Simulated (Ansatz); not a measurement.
**Ta, bcc: geometry optimisation**

These are results of DFT, r2SCAN, plane waves (500 eV) with PAW, scalar-relativistic (Ansatz 0.2.0), not measurements. (PAW data from PBE, frozen cores regenerated.)

k-point mesh 13×13×13, Fermi-Dirac smearing 0.1 eV, no spin polarisation. Cell and atoms relax.

Starting structure:

```
Ta
1.0
    -1.65290    1.65290    1.65290
     1.65290   -1.65290    1.65290
     1.65290    1.65290   -1.65290
Ta
1
Direct
  0.00000 0.00000 0.00000
```

**Question.** The pressure at the start is 0.2 GPa. By how much does the volume change?

**Answer.** From 18.06 to 18.08 Å³ per atom, 0.1 %. The final cell has a = 3.307 Å.

**Question.** How much energy does the relaxation gain?

**Answer.** 0.0 meV per atom.
